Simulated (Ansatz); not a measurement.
```yaml
crystal:
  periodic: [false, false, false]
  atoms:
    - {symbol: B, position_ang: [0.000000, 0.000000, -0.149070]}
    - {symbol: S, position_ang: [0.000000, 0.000000, 1.443224]}
    - {symbol: H, position_ang: [0.000000, 0.000000, -1.294154]}
basis:
  gaussian: {orbitals: def2-TZVP}
hamiltonian: {xc: pbe0}
relax: {f_tol: 0.004, max_steps: 80}
```

```sh
$ ansatz run in.yaml --threads 1 --pin off --events-out ev --progress --plain --max-ram 2176MiB
```

Steps of the relaxation (energy above the last step; positions in Å, forces in eV/Å):

```
3
step 1, 13.2 meV
B     0.000    0.000   -0.149    0.000    0.000    0.603
S     0.000    0.000    1.443    0.000    0.000    0.256
H     0.000    0.000   -1.294    0.000    0.000   -0.859
```

```
3
step 2, 1.0 meV
B     0.000    0.000   -0.143    0.000    0.000    0.094
S     0.000    0.000    1.452    0.000    0.000    0.124
H     0.000    0.000   -1.310    0.000    0.000   -0.219
```

```
3
step 3, 0.0 meV
B     0.000    0.000   -0.141    0.000    0.000   -0.016
S     0.000    0.000    1.457    0.000    0.000    0.021
H     0.000    0.000   -1.316    0.000    0.000   -0.005
```

```
3
step 4, 0.0 meV
B     0.000    0.000   -0.141    0.000    0.000   -0.002
S     0.000    0.000    1.457    0.000    0.000    0.002
H     0.000    0.000   -1.316    0.000    0.000    0.000
```

Close pairs at the end: B1–H3 1.175 Å, B1–S2 1.598 Å.

A stationary point of restricted PBE0 after 4 steps (its stability towards spin polarisation wasn't tested); no frequencies were run, so it isn't proven a minimum. 4.3 s on 1 thread of Arm Neoverse V1, shared host.
